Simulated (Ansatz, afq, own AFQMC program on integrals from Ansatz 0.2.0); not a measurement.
AFQMC on a folder of integrals that Ansatz 0.2.0 wrote.

```yaml
crystal:
  periodic: [false, false, false]
  atoms:
    - {symbol: Si, position_ang: [0.000000, 0.000000, 1.577849]}
    - {symbol: Ge, position_ang: [0.000000, 0.000000, -0.676984]}
    - {symbol: H, position_ang: [0.000000, 1.233043, 2.411565]}
    - {symbol: H, position_ang: [0.000000, -1.233043, 2.411565]}
basis:
  gaussian: {orbitals: cc-pVDZ}
magnetization: {spin_polarized: true, initial_magnetization: 0}
correlation: {method: ccsd_t, electrons: outside_noble_gas, hamiltonian_folder: ham}
```

```sh
$ ansatz run in.yaml --threads 1 --pin off --events-out ev --progress --plain --max-ram 1382MiB
```

Options of the walk:

```
--method free --trial cisd --walkers 70 --time-step 0.03 --max-blocks 80 --target-error 0.00038 --factor-cut 1e-05 --seed 7140 --times 0,0.21,0.42,0.81,1.2,1.8,2.4,3 --taylor-order 8
```

Times are imaginary, in 1/Eh. The walk had a cap of 536 s. Filled inner d shells are frozen with the cores.

Log:

```
orbitals 36  electrons 5 5  factors 276 of 598
reference energy -2365.35445907 Eh
CCSD correlation -0.20422567 Eh in 12 cycles, weight of the determinant in the CISD state 0.8412
repeat  energy at the last time / Eh  error
    10  -2365.568760  0.001291
    20  -2365.568641  0.000798
    30  -2365.568541  0.000655
    40  -2365.568750  0.000600
    50  -2365.568632  0.000544
    60  -2365.568723  0.000503
    70  -2365.568600  0.000446
    80  -2365.568459  0.000408
time / (1/Eh)  energy / Eh  error  mean overlap
  0.00  -2365.558843  0.000155  1.1888
  0.21  -2365.561781  0.000180  1.1931
  0.42  -2365.563881  0.000186  1.1906
  0.81  -2365.565824  0.000237  1.2019
  1.20  -2365.567358  0.000272  1.1845
  1.80  -2365.568055  0.000282  1.1870
  2.40  -2365.568220  0.000347  1.1987
  3.00  -2365.568459  0.000408  1.2067
energy -2365.568459 +/- 0.000408 Eh
```

The run passed its tests (error under three times the target), which doesn't prove that it has relaxed.

Against this walk (error 11.1 meV) on the same determinant: CCSD(T) 38.3 meV higher, CCSDT(Q) 15.7 meV lower (within the noise). The error is statistical, and a free projection of finite length keeps a remainder of its start. The last points still move (meV from the last: 72 ± 6 at 0.81, 30 ± 7 at 1.20, 11 ± 8 at 1.80, 7 ± 9 at 2.40, 0 ± 11 at 3.00), but the last one has reached CCSDT(Q) within the noise or passed it, so little can be left to fall.

Cautions: remainder of the start not in the error; error above the target (11.1 against 10.3 meV); no relativity below Rb; no spin-orbit coupling; inner d shell frozen; higher spins were not checked; an unrestricted solution with more broken spin lies lower (168 meV, ⟨S²⟩ 0.76), while this determinant keeps restricted orbitals.

The walk took 4.4 min on 1 thread of Arm Neoverse V1, with other jobs on the host. The log's last line is the free-projection energy.

CCSDT and higher add their correlation energy to the determinant of the CCSD(T) run, since their own runs factorise the integrals more tightly (a shift of under 2 meV). A walk keeps the symmetry of its determinant, which the program's search chose and which needn't be the lowest solution, so a lower state of the same spin and another symmetry isn't excluded.
